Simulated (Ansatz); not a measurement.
# BSiH₂+ (triplet): from Hartree-Fock to the top rungs, def2-TZVPP

The task here is to estimate one member of a computed series from the others.

Computed with Ansatz 0.2.0, Gaussian basis. Level: def2-TZVPP, core rule «outside noble gas», up to 6 orbitals frozen.

To be run: UHF; ROHF; CCSD(T) on UHF.

**What is computed**

The geometry is a PBE0/def2-TZVP stationary point (not a proven minimum) of the parent state, kept for this charge and spin.

4 atoms, charge 1, spin multiplicity 3.

Atoms are counted from 1 here; the program's logs count them from 0.

Bond lengths: Si1–B2 1.871 Å, Si1–H3 1.488 Å, Si1–H4 1.488 Å. Angles: B2–Si1–H3 125.4°, B2–Si1–H4 125.4°, H3–Si1–H4 109.2°.

The first run:

File in.yaml:

```yaml
crystal:
  periodic: [false, false, false]
  atoms:
    - {symbol: Si, position_ang: [0.000000, 0.000000, 0.451790]}
    - {symbol: B, position_ang: [0.000000, 0.000000, -1.418773]}
    - {symbol: H, position_ang: [0.000000, 1.212692, 1.314369]}
    - {symbol: H, position_ang: [0.000000, -1.212692, 1.314369]}
basis:
  gaussian: {orbitals: def2-TZVPP}
total_charge: 1
magnetization: {spin_polarized: true, initial_magnetization: 2}
hamiltonian: {xc: hf}
output: {orbitals: {seedname: orbitals}}
```

Run with:

```console
$ ansatz run in.yaml --threads 1 --pin off --events-out ev --progress --plain --max-ram 4096MiB --backend cpu
```

Steps of the session up to this table: UHF; ROHF; CCSD(T) on UHF.

One table of the session follows, with a row left open; its other results are not shown here.

It belongs to the step «Misses and costs». 

```
  method  from UCCSD(T) (kcal/mol)
    ROHF                   +109.57
     UHF                   +108.25
    UMP2                    +24.31
   UCCSD                         ?
UCCSD(T)                         0
```

Estimate the missing values for UCCSD.

**Answer.** from UCCSD(T) (kcal/mol): +3.64. In the column «from UCCSD(T) (kcal/mol)» it lies between UCCSD(T) (0) and UMP2 (+24.31).
